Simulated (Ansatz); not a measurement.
We consider chalcopyrite CdSnAs₂, described by rVV10 (Ansatz, a quantum-chemistry and plane-wave program, plane waves, PAW).

Run with plane-wave cutoff 520 eV, 8×8×8 k mesh, Fermi–Dirac smearing 0.01 eV, scalar-relativistic PAW data made under PBE.

Equation-of-state points:

```csv
V (Å³/atom),E − E_lowest (meV/atom),P (GPa)
28.637,7.65,2.126
29.233,1.86,1.007
29.830,0.00,0.009
30.427,1.66,-0.881
31.023,6.44,-1.675
```

Task: What bulk modulus B0 and pressure derivative B′ does a third-order Birch–Murnaghan fit give?

Result: V0 = 29.836 Å³/atom, B0 = 47.1 GPa, B′ = 4.7 (fit to the energies at full precision).

Shape and atoms are relaxed at each volume.

Note: the relaxation could not lower the start's symmetry, so the cell can be a saddle point above a distorted one; the bulk modulus comes from volumes at which shape and atoms were relaxed.

Spin–orbit coupling is not included.

The computed numbers hold no vibrational or temperature effects.
